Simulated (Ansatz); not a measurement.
Geometry optimisation, Ansatz 0.2.0, RKS PBE-D4/def2-SVPD.

Input file:

```yaml
crystal:
  periodic: [false, false, false]
  atoms:
    - { symbol: Si, position_ang: [0.154443, 0.008834, 0.109329] }
    - { symbol: H, position_ang: [0.493227, -0.039202, 1.524354] }
    - { symbol: H, position_ang: [1.601493, -0.039233, -0.042702] }
    - { symbol: H, position_ang: [-0.543391, 1.228097, -0.384215] }
    - { symbol: Cl, position_ang: [-0.814572, -1.705197, -0.575966] }
basis:
  gaussian: { orbitals: def2-SVPD }
hamiltonian:
  xc: pbe
  dispersion: d4
relax:
  f_tol: 0.03
  max_steps: 50
output:
  orbitals: {}
```

Run as:

```bash
$ ansatz run input.yaml --threads 1 --pin off --max-ram 2048MiB --backend cpu --events-out ev --progress --plain --runs-dir out
```

Where does it end, and by what steps?

The forces met the threshold. After 4 steps the energy has fallen by 0.495 eV; H2 moved furthest, 0.30 Å.

```json
{"step": "0", "energy less start (eV)": "0.0000", "largest force component (eV/Å)": "1.439", "accepted": "yes"}
{"step": "1", "energy less start (eV)": "-0.4318", "largest force component (eV/Å)": "0.445", "accepted": "yes"}
{"step": "2", "energy less start (eV)": "-0.4933", "largest force component (eV/Å)": "0.183", "accepted": "yes"}
{"step": "3", "energy less start (eV)": "-0.4951", "largest force component (eV/Å)": "0.037", "accepted": "yes"}
{"step": "4", "energy less start (eV)": "-0.4952", "largest force component (eV/Å)": "0.007", "accepted": "yes"}
```

```xyz
5
Properties=species:S:1:pos:R:3
Si 0.246 0.005 0.174
H 0.227 -0.037 1.670
H 1.650 -0.037 -0.343
H -0.473 1.217 -0.335
Cl -0.758 -1.694 -0.536
```

Whether the end is a true minimum wasn't checked by a vibrational analysis.

Run time: 7.5 s on 1 thread of Arm Neoverse V2, on a shared host, peak memory 0.12 GiB.
